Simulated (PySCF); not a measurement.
# C3H4S (Thioacrolein): the cost of one run

Computed with PySCF 2.14.0, with density-fitted response routines of our own, on a single molecule in the gas phase. Atoms are numbered from 0 throughout.

### 1 The molecule as given

8 atoms, charge 0, multiplicity 1; geometry from: GFN2-xTB. The atoms were then displaced at random by about 0.01 Å, so the start is not that level's minimum.

Bonds of the start (Å): C0–C1 1.30, C1–C2 1.42, C2–S3 1.67, C0–H4 1.09, C0–H5 1.11, C1–H6 1.08, C2–H7 1.09.

### 2 Optimising the geometry at PBE0-D3(BJ)/def2-TZVP

The job: settings as JSON, then the geometry in Å.

```
{"job": {"xc": "PBE0", "basis": "def2-TZVP", "d3": "d3bj", "grid": 2, "shake": 0.01, "kind": "geom"}, "charge": 0, "multiplicity": 1}
C     -1.236830     0.158750    -0.077880
C     -0.105290    -0.452200     0.126610
C      1.151270     0.183990    -0.043120
S      2.625930    -0.564480     0.211300
H     -2.208840    -0.314680     0.033680
H     -1.288420     1.222060    -0.392230
H     -0.069460    -1.486050     0.438070
H      1.186780     1.233480    -0.348880
```

The run is started by

```console
> OMP_NUM_THREADS=1 python probes_run.py task.json out
```

The driver reads the jobs from task.json and runs them one after another.

**Question.** How long does this first job take on 1 thread of Arm Neoverse N1, shared host, and how much memory does it need?

About 86 s, with a peak of 0.66 GiB.
